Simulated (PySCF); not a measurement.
**Peak assignment**

Geometry (Å), atoms numbered from 1 in this order:
```xyz
8

C    -0.797    0.041   -0.042
C     0.699   -0.191   -0.016
Cl    1.559    1.295    0.484
H    -1.156    0.329    0.942
H    -1.051    0.829   -0.748
H    -1.298   -0.876   -0.345
H     1.081   -0.454   -1.002
H     0.972   -0.964    0.702
```

- geometry from GFN2-xTB
- NMR shieldings at PBE0/pcSseg-1/GIAO
- run in PySCF 2.14
- averaged over atoms made equivalent by symmetry, fast rotation or ring inversion, one computed conformer, no solvent, non-relativistic

References, each an isolated molecule treated in the same way: 13C and 1H against TMS.

Question: Assign these signals to the numbered atoms. 13C{1H} NMR (computed): δ 46.7 (CH2), 21.6 (CH3).

Answer: 
| δ (ppm) | atoms | environment | reason |
| --- | --- | --- | --- |
| 46.7 | C2 | sp3 CH2 bonded to Cl | pulled downfield by the heteroatom |
| 21.6 | C1 | methyl carbon | a saturated carbon with 1 carbon neighbour and no heteroatom attached |

Question: Assign these signals to the numbered atoms. 1H NMR (400 MHz, computed): δ 3.61 (q, 2H), 1.43 (t, 3H).

Answer: 
3.61 → H7/H8, hydrogen on an sp3 CH2 bonded to Cl: its carbon carries Cl, hence the downfield position
1.43 → H4/H5/H6, hydrogen on a methyl carbon

Carbons that carry Cl, above all several Cl atoms, come out too deshielded, partly because spin–orbit coupling is missing. Shifts are as computed. Against solution values, carbons near 30 ppm lie about +3 ppm off and those near 130 ppm about +5 ppm. Of 246 compounds with measured shifts, 49 miss one by over three times the rms of a fit or turn the order of signals round; such compounds aren't used in these exercises. No couplings were computed; multiplicities are counted from neighbouring protons, with m where these are inequivalent, close in shift, in a saturated or five-membered ring or joined by F or P, and br s for small geminal =CH2 splittings.
